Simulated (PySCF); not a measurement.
Compound: disilanol, H6OSi2.
Numbering: `[OH:1][SiH2:2][SiH3:3]` (hydrogens: H4 on O1; H5, H6 on Si2; H7, H8, H9 on Si3)

The same species was optimised twice, with GFN2-xTB and with PBE0-D3(BJ)/def2-SVP (PySCF), and the same property calculations (PySCF, gas phase) were run on both structures.

```
    coordinate  GFN2-xTB  PBE0-D3(BJ)/def2-SVP  change
   Si2–Si3 (Å)     2.304                 2.351  +0.047
    O1–Si2 (Å)     1.632                 1.672  +0.040
    Si3–H9 (Å)     1.465                 1.497  +0.032
    Si2–H5 (Å)     1.460                 1.490  +0.030
    Si3–H8 (Å)     1.467                 1.496  +0.029
    Si2–H6 (Å)     1.472                 1.500  +0.028
    Si3–H7 (Å)     1.472                 1.498  +0.026
     O1–H4 (Å)     0.952                 0.961  +0.009
 O1–Si2–H5 (°)      99.5                 105.9    +6.4
 Si2–O1–H4 (°)     122.9                 116.5    -6.4
Si3–Si2–H5 (°)     115.7                 110.4    -5.3
 O1–Si2–H6 (°)     108.4                 111.9    +3.5
Si3–Si2–H6 (°)     112.0                 108.6    -3.4
Si2–Si3–H7 (°)     113.4                 110.1    -3.3
 H7–Si3–H8 (°)     105.0                 108.1    +3.1
Si2–Si3–H8 (°)     114.0                 111.0    -3.0
```

Rotational constants: A = 16063, B = 3400, C = 3006 MHz (GFN2-xTB) against A = 15158, B = 3297, C = 2908 MHz (PBE0-D3(BJ)/def2-SVP).

On the GFN2-xTB structure: lowest singlet, TDDFT (eV) 6.29 [CAM-B3LYP/def2-SVPD]; lowest triplet, Tamm–Dancoff (eV) 5.67 [CAM-B3LYP/def2-SVPD]; isotropic polarisability (au) 61.2 [CAM-B3LYP/def2-SVPD]; HOMO (eV) -9.42 [CAM-B3LYP/def2-SVPD]; LUMO (eV) 0.37 [CAM-B3LYP/def2-SVPD]; dipole (D) 1.20 [CAM-B3LYP/def2-SVPD]; HOMO (eV) -8.08 [PBE0/pcSseg-1]; LUMO (eV) -0.43 [PBE0/pcSseg-1]; dipole (D) 1.24 [PBE0/pcSseg-1]; GIAO shielding of O1 (ppm) 337.3 [PBE0/pcSseg-1]; GIAO shielding of Si2 (ppm) 372.2 [PBE0/pcSseg-1]; GIAO shielding of Si3 (ppm) 472.3 [PBE0/pcSseg-1]; O1s of O1 (eV) 538.53 [delta-SCF UKS SCAN, pcX-2 on the ionised atom, pcseg-1 elsewhere, spin-free X2C]; Si1s of Si2 (eV) 1846.94 [delta-SCF UKS SCAN, pcX-2 on the ionised atom, pcseg-1 elsewhere, spin-free X2C]; Si2p of Si2 (eV) 107.34 [delta-SCF UKS SCAN, pcX-2 on the ionised atom, pcseg-1 elsewhere, spin-free X2C]; Si1s of Si3 (eV) 1846.15 [delta-SCF UKS SCAN, pcX-2 on the ionised atom, pcseg-1 elsewhere, spin-free X2C]; Si2p of Si3 (eV) 106.73 [delta-SCF UKS SCAN, pcX-2 on the ionised atom, pcseg-1 elsewhere, spin-free X2C].

Problem. What do these properties become on the PBE0-D3(BJ)/def2-SVP structure?

Solution. 
```json
{"property": "lowest singlet, TDDFT (eV)", "level": "CAM-B3LYP/def2-SVPD", "on GFN2-xTB": "6.29", "on PBE0-D3(BJ)/def2-SVP": "6.16", "change": "-0.13"}
{"property": "lowest triplet, Tamm–Dancoff (eV)", "level": "CAM-B3LYP/def2-SVPD", "on GFN2-xTB": "5.67", "on PBE0-D3(BJ)/def2-SVP": "5.56", "change": "-0.11"}
{"property": "isotropic polarisability (au)", "level": "CAM-B3LYP/def2-SVPD", "on GFN2-xTB": "61.2", "on PBE0-D3(BJ)/def2-SVP": "63.5", "change": "+2.3"}
{"property": "HOMO (eV)", "level": "CAM-B3LYP/def2-SVPD", "on GFN2-xTB": "-9.42", "on PBE0-D3(BJ)/def2-SVP": "-9.22", "change": "+0.20"}
{"property": "LUMO (eV)", "level": "CAM-B3LYP/def2-SVPD", "on GFN2-xTB": "0.37", "on PBE0-D3(BJ)/def2-SVP": "0.38", "change": "+0.01"}
{"property": "dipole (D)", "level": "CAM-B3LYP/def2-SVPD", "on GFN2-xTB": "1.20", "on PBE0-D3(BJ)/def2-SVP": "1.20", "change": "0.00"}
{"property": "energy, GFN2-xTB geometry as zero (kcal/mol)", "level": "CAM-B3LYP/def2-SVPD", "on GFN2-xTB": "0.0", "on PBE0-D3(BJ)/def2-SVP": "-3.1", "change": "-3.1"}
{"property": "HOMO (eV)", "level": "PBE0/pcSseg-1", "on GFN2-xTB": "-8.08", "on PBE0-D3(BJ)/def2-SVP": "-7.93", "change": "+0.15"}
{"property": "LUMO (eV)", "level": "PBE0/pcSseg-1", "on GFN2-xTB": "-0.43", "on PBE0-D3(BJ)/def2-SVP": "-0.34", "change": "+0.09"}
{"property": "dipole (D)", "level": "PBE0/pcSseg-1", "on GFN2-xTB": "1.24", "on PBE0-D3(BJ)/def2-SVP": "1.23", "change": "-0.01"}
{"property": "energy, GFN2-xTB geometry as zero (kcal/mol)", "level": "PBE0/pcSseg-1", "on GFN2-xTB": "0.0", "on PBE0-D3(BJ)/def2-SVP": "-3.3", "change": "-3.3"}
{"property": "GIAO shielding of O1 (ppm)", "level": "PBE0/pcSseg-1", "on GFN2-xTB": "337.3", "on PBE0-D3(BJ)/def2-SVP": "333.1", "change": "-4.2"}
{"property": "GIAO shielding of Si2 (ppm)", "level": "PBE0/pcSseg-1", "on GFN2-xTB": "372.2", "on PBE0-D3(BJ)/def2-SVP": "370.4", "change": "-1.8"}
{"property": "GIAO shielding of Si3 (ppm)", "level": "PBE0/pcSseg-1", "on GFN2-xTB": "472.3", "on PBE0-D3(BJ)/def2-SVP": "461.0", "change": "-11.3"}
{"property": "O1s of O1 (eV)", "level": "delta-SCF UKS SCAN, pcX-2 on the ionised atom, pcseg-1 elsewhere, spin-free X2C", "on GFN2-xTB": "538.53", "on PBE0-D3(BJ)/def2-SVP": "538.61", "change": "+0.08"}
{"property": "Si1s of Si2 (eV)", "level": "delta-SCF UKS SCAN, pcX-2 on the ionised atom, pcseg-1 elsewhere, spin-free X2C", "on GFN2-xTB": "1846.94", "on PBE0-D3(BJ)/def2-SVP": "1847.11", "change": "+0.17"}
{"property": "Si2p of Si2 (eV)", "level": "delta-SCF UKS SCAN, pcX-2 on the ionised atom, pcseg-1 elsewhere, spin-free X2C", "on GFN2-xTB": "107.34", "on PBE0-D3(BJ)/def2-SVP": "107.48", "change": "+0.14"}
{"property": "Si1s of Si3 (eV)", "level": "delta-SCF UKS SCAN, pcX-2 on the ionised atom, pcseg-1 elsewhere, spin-free X2C", "on GFN2-xTB": "1846.15", "on PBE0-D3(BJ)/def2-SVP": "1846.28", "change": "+0.13"}
{"property": "Si2p of Si3 (eV)", "level": "delta-SCF UKS SCAN, pcX-2 on the ionised atom, pcseg-1 elsewhere, spin-free X2C", "on GFN2-xTB": "106.73", "on PBE0-D3(BJ)/def2-SVP": "106.82", "change": "+0.09"}
```

The heavy atoms differ by 0.030 Å rms after alignment. Among all bonds Si2–Si3 changes most (+0.047 Å). Changes are differences of the printed values. Neither structure is proved a minimum here.

Shape of the structure used: `[OH:1][SiH2:2][SiH3:3]`: H–O1–Si2–Si3 -58°.
